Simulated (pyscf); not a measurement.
Single points on ωB97X-D3(BJ)/def2-SVP structures (PySCF, gas phase). Correlated levels are frozen-core, on RHF or UHF. ΔMP2 is the change of the MP2 total energy from the triple- to the quadruple-zeta basis.

**Question.** ZnH• + CH₄ → ZnH₂ + CH₃•
Surface: doublet. Broken: C–H. Formed: H–Zn. Give ΔE‡ and ΔE from CCSD(T)/def2-TZVPP + ΔMP2(QZVPP), relative to the separated reactants.

**Answer.** ΔE‡ = 138.9 kJ/mol, ΔE = +116.5 kJ/mol. Zero-point energy shifts the barrier by -14.8 kJ/mol. It is a hydrogen abstraction, with an imaginary mode of 461i cm⁻¹. This is the saddle that the search found; another between the same sides may lie lower. The angle at the transferred H is 180°. The CCSD(T) − MP2 part came from Ansatz, without density fitting, on the same reference. The frozen core leaves the outer d or s,p core shells of the metals and heavy elements correlated in the MP2 and CC values, and def2-TZVPP describes them poorly, which can shift differences by a few kcal/mol. Elements up to Kr have no core potential and no relativistic terms here.
